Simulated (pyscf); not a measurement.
Structures and frequencies: ωB97X-D3(BJ)/def2-SVP in PySCF.

Estimate by transition-state theory (the high-pressure limit) the rate constant of H₃Si–SiH(SiH₃)–SiH(SiH₃)–SiH₃ -> H₃Si–Si(SiH₃)=Si(SiH₃)–SiH₃ + H₂ (singlet surface; H–Si, H–Si broken, H–H formed) at 1200 K, with ωB97M-D3(BJ)/def2-TZVP energies (ideal gas, 1 atm, RRHO with modes under 100 cm⁻¹ raised to 100, one conformer, R ln 2 for rigid chiral ones; no tunnelling).

The electronic barrier is 68.2 kcal/mol and the thermal terms add -0.8, so ΔG‡ = 67.4 kcal/mol. With k_BT/h = 2.50e+13 s⁻¹ and RT = 2.385 kcal/mol, k = 1.3e+01 s⁻¹, a half-life of 5.2e-02 s through this channel alone. Wigner's tunnelling factor for 1040i cm⁻¹ would be 1.06. A shift of 1 kcal/mol in the barrier changes k by a factor 1.5. At the saddle there is also a short H–Si contact that neither side keeps. H₃Si–Si(SiH₃)=Si(SiH₃)–SiH₃ lies 24.1 kcal/mol over its isomer cyclic H₁₂Si₆ (SMILES [SiH3][SiH2][SiH]1[SiH2][SiH2][SiH2]1), and others may lie lower still (electronic energy, ωB97M-D3(BJ)). One saddle was located; it need not be the lowest between these sides.
